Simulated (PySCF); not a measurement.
## From orbital energies to excitation energies

Compound: C₃H₃FO₂.
Z-matrix (Å and degrees, PBE0-D3(BJ)/def2-SVP geometry), rows numbered from 1:
```
O 
C   1  1.1950
O   2  1.3379  1  126.31
C   3  1.3708  2  123.12  1    -0.48
C   4  1.3353  3  128.49  2    -0.04
F   5  1.3305  4  117.93  3  -179.89
H   2  1.1080  1  125.42  3   179.98
H   4  1.0909  3  111.20  2   179.91
H   5  1.0885  4  127.07  3     0.01
```

Level of theory: TDDFT B3LYP/def2-SVPD, vertical, gas phase, core orbitals frozen in the response in PySCF.

Orbital energies (eV): HOMO-3 -10.72, HOMO-2 -10.56, HOMO-1 -8.59, HOMO -7.34, LUMO -1.23, LUMO+1 0.25, LUMO+2 0.48.

Computed singlets:

```csv
state,E (eV),f
S1,5.59,0.122
S2,5.59,0.015
S3,6.85,0.0027
S4,7.03,0.015
S5,7.34,0.132
S6,7.62,0.0001
S7,7.69,0.0088
S8,8.02,0.013
S9,8.14,0.011
S10,8.18,0.0001
```

Assign a leading configuration to S1, S2, S3, S5, S6, S9 and S10 and set E beside the orbital difference Δε.

```
state  leading configuration  weight  Δε (eV)  E (eV)  E − Δε (eV)       f  other configurations
   S1              HOMO→LUMO    0.85     6.11    5.59        -0.53   0.122           H-1→L (10%)
   S2            HOMO-1→LUMO    0.87     7.37    5.59        -1.77   0.015             H→L (10%)
   S3            HOMO→LUMO+2    0.71     7.82    6.85        -0.97  0.0027           H→L+3 (25%)
   S5            HOMO→LUMO+1    0.85     7.59    7.34        -0.25   0.132            H-2→L (8%)
   S6          HOMO-1→LUMO+1    0.90     8.85    7.62        -1.23  0.0001                     –
   S9          HOMO-1→LUMO+2    0.94     9.08    8.14        -0.94   0.011                     –
  S10            HOMO-3→LUMO    0.86     9.49    8.18        -1.31  0.0001                     –
```

E − Δε runs from -1.77 to -0.25 eV. By orbital difference alone the order would be S1, S2, S5, S3, S6, S9, S10.

H and L stand for HOMO and LUMO. The other states: S4 7.03 eV, f 0.015, H→L+3 (72%), H→L+2 (25%); S7 7.69 eV, f 0.0088, H→L+4 (94%); S8 8.02 eV, f 0.013, H→L+5 (96%).

Pair triplets and singlets of the same leading configuration (75% or more in both) and give the splittings.

```
configuration  triplet  E(T) (eV)  singlet  E(S) (eV)  E(S) − E(T) (eV)
    HOMO→LUMO       T1       4.03       S1       5.59             +1.55
  HOMO-1→LUMO       T2       5.08       S2       5.59             +0.52
```

The 4 triplets are Tamm–Dancoff values, the singlets full response.

Summed over the main configurations (up to three a state, each over 8%) of all 10 singlets, the electron leaves HOMO with weight 5.63, HOMO-1 with weight 2.80, HOMO-3 with weight 0.86 and HOMO-2 with weight 0.08.

All these states lie below the vertical ionisation energy of 9.90 eV (ΔSCF).

One conformer stands for the species.
